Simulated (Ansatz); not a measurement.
Equilibrium lattice constant a of some cubic elemental solids other than molecular ones

Method: rVV10 (PAW; Ansatz, an electronic-structure program). References are measured values corrected to a static lattice. The table is a random draw of 6 from 28 solids with such references.

Values in Å.

```json
[
 {"solid": "fcc Pd", "reference": "3.876", "rVV10": "3.978", "error (%)": "+2.63"},
 {"solid": "bcc W", "reference": "3.16", "rVV10": "3.203", "error (%)": "+1.36"},
 {"solid": "fcc Ni", "reference": "3.508", "rVV10": "3.539", "error (%)": "+0.88"},
 {"solid": "fcc Ir", "reference": "3.831", "rVV10": "3.909", "error (%)": "+2.04"},
 {"solid": "bcc Ba", "reference": "4.995¶", "rVV10": "4.921", "error (%)": "-1.48"},
 {"solid": "fcc Ag", "reference": "4.062", "rVV10": "4.167", "error (%)": "+2.58"}
]
```

Over these 6 solids the mean error is +1.34 %, the mean absolute error 1.83 % (median 1.76 %), and the worst case fcc Pd at +2.63 %; the value is above the reference in 5 of 6 cases. Over all 28, from unrounded values, the mean error is +0.68 % and the mean absolute error 1.76 % (median 1.56 %). Caveats on values not shown: the gap of the solid is closed in this run (1).

All these references are brought to a static lattice.

Spin–orbit coupling is left out, also for the solids with elements from indium on (bcc W, fcc Ir, bcc Ba); its size isn't shown.

¶ marks references of a special kind: bcc Ba, 4.995 Å (measured, low-temperature or extrapolated to 0 K; zero-point anharmonic expansion removed, our sources range from 4.995 to 5.004; as tabulated in Csonka et al. (2009), arXiv:0903.4037).

Differences are worked out from the printed values.

Ansatz's density-functional and Hartree–Fock values are scalar-relativistic unless marked +SOC, with PAW data made under PBE.

Ansatz's runs of these crystals have no spin polarisation, but for fcc Ni.

Density-functional runs with spin start from parallel moments for fcc Ni.

Not in this set, of the elemental solids other than molecular ones with a reference value in our tables and a result at some level: 19 for a reference at room or unstated temperature; 4 for a high-temperature or high-pressure phase; 1 for a run that ended without the magnetic order (rVV10). These can be a level's best or worst cases. At least 1 more with a reference value is held back for tests. Solids without a released value at any level aren't counted. Layered and molecular crystals are counted apart. The metals Ce to Yb are counted apart.

References as tabulated in Mejia-Rodriguez and Trickey (2018), arXiv:1807.09216; Csonka et al. (2009), arXiv:0903.4037.
